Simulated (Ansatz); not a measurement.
A made-up structure of CH$_{3}$Mg (charge +1), singlet:

C1  (-0.254, -0.859, 0.401)
Mg2  (0.332, 1.124, -0.527)
H3  (-1.261, -1.298, 0.403)
H4  (0.421, -1.548, 0.929)
H5  (0.118, -0.636, 1.368)
(Å)

It is relaxed with PBE-D4/def2-SVP and then PBE0-D4/def2-TZVP (Ansatz 0.2.0). Atoms count as bonded within 1.22 times the sum of their covalent radii (H–H: 0.88 Å). The end point is not checked to be a true minimum.

(1) Does its bonding change? (A judgement: the text doesn't fix the answer.)

Results:

(1) The calculation gives: No: no bond forms or breaks.

Where it ends: The first stage lowers the energy by 2.30 eV in 6 steps. It ends as CH₃Mg ([CH3][Mg]), total charge +1:
| atom | x (Å) | y (Å) | z (Å) |
| --- | --- | --- | --- |
| C1 | -0.1802 | -0.8156 | 0.6421 |
| Mg2 | 0.3019 | 0.7989 | -0.5494 |
| H3 | -1.1725 | -1.1505 | 0.3415 |
| H4 | 0.5749 | -1.5810 | 0.4651 |
| H5 | -0.1673 | -0.4670 | 1.6743 |

Labels in which every atom is bracketed show which atoms are joined, not bond orders.

For scale, one of the runs: PBE0-D4/def2-TZVP relaxation, 81 basis functions, launched by `ansatz run in.yaml --threads 2 --pin off --events-out ev --progress --plain --max-ram 4352MiB`. The run took about 4.6 s on 2 CPU threads of an Arm Neoverse V2 (shared host).
